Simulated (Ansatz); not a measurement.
```yaml
crystal:
  periodic: [false, false, false]
  atoms:
    - {symbol: Hf, position_ang: [0.000000, 0.000000, 0.000000]}
    - {symbol: H, position_ang: [1.074723, 1.077564, 1.075622]}
    - {symbol: H, position_ang: [-1.078285, -1.073308, 1.076312]}
    - {symbol: H, position_ang: [-1.073652, 1.074372, -1.079876]}
    - {symbol: H, position_ang: [1.077214, -1.078628, -1.072058]}
basis:
  gaussian: {orbitals: def2-TZVP}
hamiltonian: {xc: pbe0}
relax: {f_tol: 0.004, max_steps: 80}
```

```sh
$ ansatz run in.yaml --threads 1 --pin off --events-out ev --progress --plain --max-ram 2176MiB
```

Steps of the relaxation (energy above the last step; positions in Å, forces in eV/Å):

```
5
step 1, 6.3 meV
Hf    0.000    0.000    0.000    0.000    0.000    0.000
H     1.075    1.078    1.076   -0.109   -0.109   -0.109
H    -1.078   -1.073    1.076    0.109    0.109   -0.109
H    -1.074    1.074   -1.080    0.109   -0.109    0.109
H     1.077   -1.079   -1.072   -0.109    0.109    0.109
```

```
5
step 2, 19.8 meV
Hf    0.000    0.000    0.000    0.000    0.000    0.000
H     1.049    1.051    1.050    0.203    0.203    0.203
H    -1.052   -1.047    1.050   -0.203   -0.202    0.203
H    -1.048    1.048   -1.054   -0.202    0.203   -0.204
H     1.051   -1.052   -1.046    0.203   -0.203   -0.202
```

```
5
step 3, 0.0 meV
Hf    0.000    0.000    0.000    0.000    0.000    0.000
H     1.064    1.067    1.065    0.008    0.009    0.008
H    -1.068   -1.063    1.066   -0.009   -0.008    0.008
H    -1.063    1.064   -1.070   -0.008    0.008   -0.009
H     1.067   -1.068   -1.062    0.009   -0.009   -0.008
```

```
5
step 4, 0.0 meV
Hf    0.000    0.000    0.000    0.000    0.000    0.000
H     1.065    1.068    1.066    0.000    0.000    0.000
H    -1.069   -1.064    1.067    0.000    0.000    0.000
H    -1.064    1.065   -1.070    0.000    0.000    0.000
H     1.068   -1.069   -1.063    0.000    0.000    0.000
```

Close pairs at the end: Hf1–H4 1.847 Å, Hf1–H3 1.847 Å, Hf1–H2 1.847 Å, Hf1–H5 1.847 Å.

A stationary point of restricted PBE0 after 4 steps (its stability towards spin polarisation wasn't tested); no frequencies were run, so it isn't proven a minimum. 6.5 s on 1 thread of Arm Neoverse V1, shared host.
